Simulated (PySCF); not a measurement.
Assigning NMR signals

Bonds (- single, = double, # triple, : aromatic): C1=C2 1.323 Å, C2-C3 1.487 Å, C3-F4 1.377 Å. C1 carries H5, H6; C2 carries H7; C3 carries H8, H9. H5 is cis to C3; H6 is trans to C3.

- PBE0-D3(BJ)/def2-TZVP geometry
- shielding tensors at B97-2/pcSseg-2 (GIAO)
- code: PySCF 2.14.0 with density-fitted response routines
- one computed conformer, no relativistic terms, rapidly exchanging positions averaged, gas phase

Chemical shifts δ = σref − σ; ¹³C (185.38 ppm), ¹H (31.64 ppm) vs TMS, all at this level.

Q: Assign these signals to the numbered atoms. ¹³C{¹H} NMR (computed): δ 143.6 (CH), 119.5 (CH2), 87.6 (CH2).

A: 
143.6 → C2, alkene CH: an sp2 carbon of a C=C bond
119.5 → C1, terminal =CH2 carbon: the olefinic region
87.6 → C3, allylic sp3 CH2 bonded to F: pulled downfield by the heteroatom

Q: Assign these signals to the numbered atoms. ¹H NMR (600 MHz, computed): δ 6.17 (m, 1H), 5.81 (m, 1H), 5.47 (m, 1H), 5.06 (m, 2H).

A: 
6.17 → H7, hydrogen on an alkene CH: attached to an sp2 carbon and in the plane of the double bond
5.81 → H5, hydrogen on a terminal =CH2 carbon: a vinylic proton, deshielded by the sp2 carbon and the C=C anisotropy
5.47 → H6, hydrogen on a terminal =CH2 carbon
5.06 → H8/H9, hydrogen on an allylic sp3 CH2 bonded to F: its carbon carries F, which withdraws density

Splittings by ¹⁹F in the carbon and heteronuclear signals aren't shown, as no couplings were computed. Shifts are as computed. Against solution values, carbons near 30 ppm lie about +3 ppm off and those near 130 ppm about +7 ppm. Of 1211 compounds with measured shifts, 218 miss one by over three times the rms of a fit or turn the order of signals round; such compounds aren't used in these exercises. No couplings were computed; multiplicities are counted from neighbouring protons, with m where these are inequivalent, close in shift, in a saturated or five-membered ring or joined by F or P, and br s for small geminal =CH2 splittings.
